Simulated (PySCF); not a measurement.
# How methods differ on the ionisation energy of Cl

Cl [Ne] 3s2 3p5 (2P) → Cl⁺ [Ne] 3s2 3p4 (3P), as a difference of total energies. Computed with PySCF 2.14 in aug-cc-pwCVQZ (10s9p7d5f3g, 134 functions), with no relativity, point nucleus. Correlated levels: valence: [Ne] frozen; valence and next inner shell: 1s2 frozen; nothing frozen. The calculations carry no spin-orbit coupling.

```tsv
method	ionisation energy (eV)
UHF	11.763
LDA	13.201
PBE	12.970
PBE0	12.953
r2SCAN	12.992
BHandHLYP	12.874
TPSS	12.949
M06-2X	12.997
MP2 (valence)	12.874
SCS-MP2 (valence)	12.893
MP2 (valence and next inner shell)	12.898
SCS-MP2 (valence and next inner shell)	12.911
MP2 (all electrons)	12.900
SCS-MP2 (all electrons)	12.912
```

Q: How much does correlation contribute at MP2 (all electrons)?

A: 12.900 − (11.763) = 1.137 eV, measured against UHF.

For comparison: 12.974 eV (measured; NIST levels, between the centres of gravity of the two terms).
